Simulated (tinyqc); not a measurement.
Worked calculation: harmonic frequencies on the RHF/sto-6g surface (energies and gradients from PySCF), for CH3-, spin multiplicity 1. The basis has no diffuse functions, so it cannot describe the extra electron: this is an exercise in the method, not the real anion. Computed by tinyqc, a small Python program that keeps every step (integrals from PySCF). Settings: charge = -1, multiplicity = 1, basis = sto-6g, delta = 0.002. Command: `OMP_NUM_THREADS=1 python tinyqc.py 28493 28494 out.jsonl` (the two numbers bound the seeds that draw the settings). One thread of a shared host (Intel(R) Xeon(R) Processor @ 2.60GHz), about 9 s of CPU time with the checks.

## One row of the Hessian: 4Hy

optimised positions (bohr):
```
            x          y          z
1C   0.145771  -0.028961  -0.687007
2H   1.757645   0.066738   0.644901
3H  -0.958269   1.637949  -0.067463
4H  -0.973493  -1.569901   0.181378
```

gradient at +delta (hartree/bohr):
```
              x            y            z
1C  -0.00016948  -0.00041437   0.00013301
2H  -0.00000258  -0.00000104   0.00000440
3H  -0.00006325  -0.00007776   0.00005202
4H   0.00023531   0.00049317  -0.00018943
```

gradient at -delta (hartree/bohr):
```
              x            y            z
1C   0.00017920   0.00041061  -0.00013158
2H  -0.00000294   0.00000554  -0.00000907
3H   0.00006361   0.00007763  -0.00004841
4H  -0.00023988  -0.00049378   0.00018906
```

Displace 4Hy by +/-0.002 bohr; H(k, :) = (g(+) - g(-)) / (2 delta).

row of the Hessian (hartree/bohr^2): 1Cx -0.08717055, 1Cy -0.20624394, 1Cz 0.06614649, 2Hx 0.00009011, 2Hy -0.00164530, 2Hz 0.00336895, 3Hx -0.03171651, 3Hy -0.03884808, 3Hz 0.02510821, 4Hx 0.11879695, 4Hy 0.24673733, 4Hz -0.09462364

## Hessian by finite differences

All rows are made in the same way, and the matrix is symmetrised.

Hessian (symmetrised) (hartree/bohr^2):
```
             1Cx          1Cy          1Cz          2Hx          2Hy          2Hz          3Hx          3Hy
1Cx   0.52259060   0.00333147   0.04237071  -0.20587470  -0.01529758  -0.20452805  -0.15738980   0.09913597
1Cy   0.00333147   0.53055677  -0.01535394  -0.00776833  -0.08596346  -0.00568619   0.11315931  -0.23834954
1Cz   0.04237071  -0.01535394   0.33639327  -0.10747535  -0.00614657  -0.17134961   0.02367802  -0.04464584
2Hx  -0.20587470  -0.00776833  -0.10747535   0.26040168   0.01129029   0.15629707  -0.02707545  -0.00361153
2Hy  -0.01529758  -0.08596346  -0.00614657   0.01129029   0.08463830   0.00512149   0.04366949   0.00297076
2Hz  -0.20452805  -0.00568619  -0.17134961   0.15629707   0.00512149   0.15985510   0.02086906  -0.00280645
3Hx  -0.15738980   0.11315931   0.02367802  -0.02707545   0.04366949   0.02086906   0.16548672  -0.12511127
3Hy   0.09913597  -0.23834954  -0.04464584  -0.00361153   0.00297076  -0.00280645  -0.12511127   0.27422662
3Hz   0.07319383  -0.12727511  -0.06743891  -0.02410049   0.03561124   0.00325041  -0.03663657   0.06655392
4Hx  -0.15932620  -0.10872246   0.04142661  -0.02745147  -0.03966220   0.02736185   0.01897855   0.02958684
4Hy  -0.08716986  -0.20624388   0.06614636   0.00008957  -0.00164559   0.00337114  -0.03171750  -0.03884781
4Hz   0.08896355   0.14831522  -0.09760488  -0.02472126  -0.03458615   0.00824418  -0.00791052  -0.01910164

             3Hz          4Hx          4Hy          4Hz
1Cx   0.07319383  -0.15932620  -0.08716986   0.08896355
1Cy  -0.12727511  -0.10872246  -0.20624388   0.14831522
1Cz  -0.06743891   0.04142661   0.06614636  -0.09760488
2Hx  -0.02410049  -0.02745147   0.00008957  -0.02472126
2Hy   0.03561124  -0.03966220  -0.00164559  -0.03458615
2Hz   0.00325041   0.02736185   0.00337114   0.00824418
3Hx  -0.03663657   0.01897855  -0.03171750  -0.00791052
3Hy   0.06655392   0.02958684  -0.03884781  -0.01910164
3Hz   0.06517306  -0.01245673   0.02510989  -0.00098454
4Hx  -0.01245673   0.16779914   0.11879780  -0.05633174
4Hy   0.02510989   0.11879780   0.24673733  -0.09462738
4Hz  -0.00098454  -0.05633174  -0.09462738   0.09034527
```

## Normal modes

masses (u): 1C 12.000000, 2H 1.007825, 3H 1.007825, 4H 1.007825

Diagonalise H_ij / sqrt(m_i m_j); the 6 smallest eigenvalues belong to translations and rotations; wavenumber = sqrt(eigenvalue / 1822.888) x 219474.63; each mode has its largest component positive (the first on a tie); zero-point energy = sum of wavenumbers / 2, with 349.755 1/cm per kcal/mol.

eigenvalues of the mass-weighted Hessian (hartree/(bohr^2 u)): -0.000001  -0.000001  0.000000  0.000000  0.000000  0.000001  0.096797  0.160847  0.160849  0.377800  0.411197  0.411209

harmonic wavenumbers of the vibrations (1/cm): 1599.3  2061.6  2061.6  3159.6  3296.3  3296.4

mass-weighted modes:
```
        mode 1     mode 2     mode 3     mode 4     mode 5     mode 6
1Cx   0.088102   0.129084  -0.186961   0.035002  -0.017425  -0.287156
1Cy  -0.031938  -0.188505  -0.134825  -0.012645  -0.293187   0.012908
1Cz  -0.406344   0.042801  -0.029940  -0.161144   0.019253  -0.063312
2Hx  -0.309377   0.140223  -0.195063   0.484246   0.033754   0.605520
2Hy   0.034233   0.578185   0.426610   0.020862  -0.017230   0.036124
2Hz   0.422461  -0.178069   0.157878   0.298503   0.028804   0.488740
3Hx   0.001812  -0.020994   0.611983  -0.300288  -0.353539   0.211683
3Hy  -0.145789  -0.168809   0.353339   0.474833   0.516924  -0.349807
3Hz   0.504095   0.292635   0.129258   0.092803   0.184656  -0.124110
4Hx   0.003559  -0.564649   0.228212  -0.304736   0.379912   0.173666
4Hy   0.221760   0.241084  -0.314720  -0.452061   0.511986   0.269143
4Hz   0.475588  -0.262257  -0.183823   0.164742  -0.279893  -0.146163
```

zero-point energy = 22.122485 kcal/mol

Within a degenerate level the vectors are fixed only up to a rotation; this is one choice.
